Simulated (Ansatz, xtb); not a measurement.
**A geometry optimisation of AlFH3Si with r2SCAN-D4/def2-SVP**

The starting geometry of this gas-phase doublet was built from a drawn formula by distance geometry and a force field; its bonds are those of `F[SiH2][AlH]`.

| atom | x (Å) | y (Å) | z (Å) |
| --- | --- | --- | --- |
| Al | -0.1494 | 1.2046 | 4.4808 |
| F | -1.6797 | 1.2473 | 1.5572 |
| Si | -0.1433 | 1.5806 | 2.1139 |
| H | 0.8376 | 0.6677 | 1.4969 |
| H | 0.2277 | 2.9080 | 1.8401 |
| H | -0.5257 | -0.2159 | 5.0730 |

Question: Predict what becomes of its bonds when it is optimised with r2SCAN-D4/def2-SVP.

Answer: It keeps its bonds, and is `F[SiH2][AlH]`.

The energy falls by 0.21 eV over 10 steps:

```
step  E − E(last) (eV)
   1             0.209
   2             0.063
   3             0.038
   4             0.020
   5             0.011
   6             0.008
   7             0.001
   8             0.000
   9             0.000
  10             0.000
```

Final geometry (Å):

```xyz
6

Al    0.2201    0.8540    4.4692
F    -1.5895    1.1087    1.4898
Si   -0.1209    1.5026    2.1045
H     0.9169    0.8537    1.2389
H     0.0493    2.9833    1.9446
H    -0.9088    0.0900    5.3148
```

From the same start GFN2-xTB ends elsewhere, at `[F][AlH][SiH2]`.

No frequencies were run, so the end isn't proven a minimum. Open shells are spin-unrestricted. Run with Ansatz 0.2.0, 64 s on 1 thread of Arm Neoverse V1 (shared host).
